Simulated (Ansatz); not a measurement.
Input for Ansatz (development build ahead of 0.2.0):

```yaml
crystal:
  periodic: [false, false, false]
  atoms:
    - { symbol: "N", position_ang: [0.55, 0.0, 3.8] }
    - { symbol: "N", position_ang: [-0.55, 0.0, 3.8] }
    - { symbol: F, position_ang: [0.71, 0.0, 0.0] }
    - { symbol: F, position_ang: [-0.71, 0.0, 0.0] }
basis:
  gaussian: { orbitals: def2-SVP }
hamiltonian:
  xc: hf
```

The input is written out in the form of the current development build from the run's settings.

The run gave:

```json
{
 "Converged": "yes",
 "Total energy": "-307.35766 hartree",
 "Spin squared of the determinant": "0.000"
}
```
